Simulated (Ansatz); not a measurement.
Reaction (SMILES): [CH3] (CH3) → C atom + 3 H atom
B3LYP-D3(BJ)/def2-TZVP geometries, fixed; electronic energies without zero-point terms.

Energies in hartree at PBE with Ansatz (an electronic-structure program); the atomisation energy is their sum with the coefficients shown, times 627.509 kcal/mol a hartree. All functions are spherical. The program fits the integrals of some runs and decomposes those of others, by size. Open shells are unrestricted. No added dispersion term, no relativity.

| species | coefficient | part | cc-pVDZ | cc-pVTZ | cc-pVQZ |
|---|---|---|---|---|---|
| [CH3] (CH3) | -1 | PBE | -39.76914 | -39.78759 | -39.79104 |
| C atom | +1 | PBE | -37.78854 | -37.79492 | -37.79717 |
| H atom | +3 | PBE | -0.49863 | -0.49962 | -0.49985 |

**Question.** Predict the atomisation energy in cc-pV5Z (X = 5): let each PBE step shrink by the ratio of the last two. Compare with the run.

**Answer.** 
- [CH3] (CH3): steps -0.01845 and -0.00345, ratio 0.187, so PBE -39.79169 (run: -39.79246).
- C atom: steps -0.00638 and -0.00225, ratio 0.353, so PBE -37.79796 (run: -37.79840).
- H atom: steps -0.00099 and -0.00023, ratio 0.232, so PBE -0.49990 (run: -0.49997).
Predicted 310.01 kcal/mol; the run in cc-pV5Z gives 310.08, a miss of -0.08. Keeping the value in cc-pVQZ, 310.19, would miss by 0.11. All sums are of the energies as printed.
